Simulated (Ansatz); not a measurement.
# SiH₂F+ (SMILES F[SiH2+]): molecular dynamics

Aim: follow the atoms for 60 steps of 0.75 fs at constant energy, with velocities drawn for 200 K.

Method: Hartree-Fock/def2-SVP; program: Ansatz 0.2.0, Gaussian basis.

1 further run of the same task is left out (it didn't finish).

## (1) Starting geometry

SMILES `F[SiH2+]`, 4 atoms, charge 1, spin multiplicity 1.

Atoms are counted from 1 here; the program's logs count them from 0.

Bond lengths: F1–Si2 1.565 Å, Si2–H3 1.451 Å, Si2–H4 1.451 Å. Angles: F1–Si2–H3 111.8°, F1–Si2–H4 111.8°, H3–Si2–H4 136.5°.

Geometry (Å):

```xyz
4
FH2Si
F     1.2962    0.4918   -0.3996
Si   -0.1096   -0.0415    0.0341
H    -1.1707    0.8771   -0.3349
H    -0.0158   -1.3274    0.7004
```

## (2) The run

The input, md/in.yaml:

```yaml
crystal:
  periodic: [false, false, false]
  atoms:
    - {symbol: F, position_ang: [1.296210, 0.491820, -0.399600]}
    - {symbol: Si, position_ang: [-0.109640, -0.041520, 0.034130]}
    - {symbol: H, position_ang: [-1.170730, 0.877080, -0.334880]}
    - {symbol: H, position_ang: [-0.015840, -1.327390, 0.700360]}
basis:
  gaussian: {orbitals: def2-SVP}
total_charge: 1
hamiltonian: {xc: hf}
md: {n_steps: 60, timestep: 0.75, temperature: 200, ensemble: nve, seed: 729, initial_velocities: maxwell_boltzmann}
```

On the command line:

```console
$ ansatz run in.yaml --threads 2 --pin off --events-out ev --progress --plain --max-ram 3481MiB
```

**Question.** What will these runs give? Wanted: temperature at the start; mean temperature, second half; lowest and highest potential energy, from the first frame; largest change of potential + kinetic.

The runs gave:

| quantity | value |
| --- | --- |
| length | 60 steps, 45.0 fs |
| temperature at the start | 200 K |
| mean temperature, second half | 183 K |
| lowest and highest potential energy, from the first frame | -12 and 24 meV |
| largest change of potential + kinetic | 0.7 meV |

What this shows: With no thermostat the total energy should stay fixed; it holds within 0.7 meV, small beside the kinetic energy, so the time step serves. The temperature runs between 109 and 248 K. The bonding pattern stays as it was.
